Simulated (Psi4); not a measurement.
CH$_{5}$Si, charge -1, singlet, at a GFN2-xTB geometry (a gas-phase anion, which may not be bound at this level).

The Psi4 input:
```
memory 2 GB

molecule {
-1 1
C    -0.01988719   -0.09948217   -1.26656962
Si    0.00791311    0.00755088    0.53010163
H    -0.91126202    0.34846772   -1.73680870
H     0.86775006    0.32705096   -1.76305989
H     0.03655798    1.22911263    1.47473221
H    -1.18943448   -0.69231292    1.11923128
H     1.20492807   -0.72113763    1.08389994
}

set {
  basis 6-31g
  reference uhf
}

energy('mp2')
print_variables()
```

Task: What does this run give for the MP2 correlation energy, number of basis functions?

Result: 
| Property | Value |
|---|---|
| MP2 correlation energy | -0.1610 Eh |
| number of basis functions | 32 |

A gas-phase anion may not be bound at this level; its values then depend on the basis.
